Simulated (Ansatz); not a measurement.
**CH4N (quartet): the correlation ladder at distance C1–H5 along a hydrogen transfer = 1.256 Å, cc-pVDZ**

The task here is to estimate one member of a computed series from the others.

The runs use Ansatz 0.2.0, Gaussian basis; cc-pVDZ, core rule «outside noble gas», up to 2 orbitals frozen.

To be run: UHF; CCSD(T) on ROHF; CCSD(T) on UHF; BCCD(T) on ROHF; CISD; CCSDT(Q) on ROHF; CCSDT(Q) on UHF; CASSCF and MRCISD+Q, 5 electrons in 5 orbitals; CASSCF and NEVPT2, 5 electrons in 5 orbitals.

7 further runs of the same task are left out: 1 for a mislabelled method, 5 that didn't finish, 1 set aside as unsound or not needed.

## The system

The geometry derives from fragments relaxed apart (PBE0/def2-TZVP) and kept rigid, so it is no stationary point. A hydrogen atom is moved between rigid fragments.

6 atoms, charge 0, spin multiplicity 4.

Atoms are counted from 1 here; the program's logs count them from 0.

Bond lengths: C1–H2 1.090 Å, C1–H3 1.090 Å, C1–H4 1.090 Å, C1–H5 1.256 Å, H5–N6 1.165 Å. Angles: H2–C1–H3 109.5°, H2–C1–H4 109.5°, H2–C1–H5 109.5°, H3–C1–H4 109.5°, H3–C1–H5 109.5°, H4–C1–H5 109.5°, C1–H5–N6 180.0°.

Set-up of the first run:

in.yaml reads:

```yaml
crystal:
  periodic: [false, false, false]
  atoms:
    - {symbol: C, position_ang: [-1.134072, 0.000000, 0.000000]}
    - {symbol: H, position_ang: [-1.497278, 1.027301, 0.000000]}
    - {symbol: H, position_ang: [-1.497278, -0.513650, 0.889668]}
    - {symbol: H, position_ang: [-1.497278, -0.513650, -0.889669]}
    - {symbol: H, position_ang: [0.121928, 0.000000, 0.000000]}
    - {symbol: N, position_ang: [1.286928, 0.000000, 0.000000]}
basis:
  gaussian: {orbitals: cc-pVDZ}
magnetization: {spin_polarized: true, initial_magnetization: 3}
hamiltonian: {xc: hf}
output: {orbitals: {seedname: orbitals}}
```

Run with:

```bash
$ ansatz run in.yaml --threads 1 --pin off --events-out ev --progress --plain --max-ram 2393MiB
```

Steps of the session up to this table: UHF; CCSD(T) on ROHF; CCSD(T) on UHF; BCCD(T) on ROHF; CISD; CCSDT(Q) on ROHF; CCSDT(Q) on UHF; CASSCF and MRCISD+Q, 5 electrons in 5 orbitals; CASSCF and NEVPT2, 5 electrons in 5 orbitals.

One of the session's tables, all rows but one given; the rest of the session is left out.

| method | from UCCSDT(Q) (meV) |
| --- | --- |
| ROHF | +8445.8 |
| UHF | +8072.6 |
| RMP2 | +1231.3 |
| UMP2 | +1294.7 |
| CISD | +805.2 |
| RCCSD | +208.9 |
| UCCSD | +199.8 |
| RCCSD(T) | ? |
| UCCSD(T) | +30.5 |
| BCCD(T) | +31.6 |
| RCCSDT | +11.1 |
| UCCSDT | +8.8 |
| RCCSDT(Q) | +1.8 |
| UCCSDT(Q) | 0 |

Q: Estimate the row for RCCSD(T) from the others.

As computed: from UCCSDT(Q) (meV): +31.1. In the column «from UCCSDT(Q) (meV)» it lies between UCCSD(T) (+30.5) and BCCD(T) (+31.6).

Left out of the table: CASSCF pair, NEVPT2 pair, MRCISD pair, MRCISD+Q pair (the active space lost an orbital or holds another state than full CI finds).

Limits of these values: Restricted and unrestricted rows rest on different reference determinants; where their highest levels disagree by more than a few hundredths of an eV, they describe different states and don't form one ladder. Warnings in the runs' records: passed over end.
